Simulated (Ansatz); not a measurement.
Geometry optimisation, RKS PBE0-D4/6-31G* (Ansatz 0.2.0).

The input (input.yaml):

```yaml
crystal:
  periodic: [false, false, false]
  atoms:
    - { symbol: B, position_ang: [0.073276, -0.089918, -0.174991] }
    - { symbol: H, position_ang: [-0.093078, -0.525809, 0.92494] }
    - { symbol: "N", position_ang: [1.341774, -0.169483, -0.746757] }
    - { symbol: H, position_ang: [2.140718, -0.564325, -0.274002] }
    - { symbol: H, position_ang: [1.542519, 0.136875, -1.686761] }
    - { symbol: H, position_ang: [-0.838565, 0.333395, -0.828392] }
    - { symbol: "N", position_ang: [0.002855, 2.197948, 1.360127] }
    - { symbol: H, position_ang: [0.923679, 2.203859, 0.929065] }
    - { symbol: H, position_ang: [-0.658856, 2.43008, 0.624299] }
    - { symbol: H, position_ang: [-0.181223, 1.210078, 1.609772] }
basis:
  gaussian: { orbitals: "6-31G*" }
hamiltonian:
  xc: pbe0
  dispersion: d4
relax:
  f_tol: 0.03
  max_steps: 50
```

Run as:

```bash
$ ansatz run input.yaml --threads 1 --pin off --max-ram 2048MiB --backend cpu --events-out ev --progress --plain --runs-dir out
```

Where does it end, and by what steps?

The run converged. After 9 steps the energy has fallen by 0.102 eV; H10 moved furthest, 0.57 Å.

| step | energy less start (eV) | largest force component (eV/Å) | accepted |
| --- | --- | --- | --- |
| 0 | 0.0000 | 0.936 | yes |
| 1 | -0.0804 | 0.408 | yes |
| 2 | -0.0097 | 0.720 | no |
| 3 | -0.0919 | 0.184 | yes |
| 4 | -0.0951 | 0.121 | yes |
| 5 | -0.0997 | 0.048 | yes |
| 6 | -0.1003 | 0.083 | yes |
| 7 | -0.1016 | 0.036 | yes |
| 8 | -0.0993 | 0.240 | no |
| 9 | -0.1019 | 0.004 | yes |

```xyz
10
Properties=species:S:1:pos:R:3
B 0.073 -0.241 -0.269
H -0.117 -0.792 0.780
N 1.366 -0.202 -0.783
H 2.160 -0.617 -0.319
H 1.596 0.216 -1.672
H -0.820 0.245 -0.905
N 0.046 2.394 1.371
H 0.863 2.069 0.860
H -0.700 2.461 0.684
H -0.213 1.629 1.989
```

Whether the end is a true minimum wasn't checked by a vibrational analysis.

Run time: 19 s on 1 thread of Arm Neoverse V1, with other jobs on the host, peak memory 0.11 GiB.
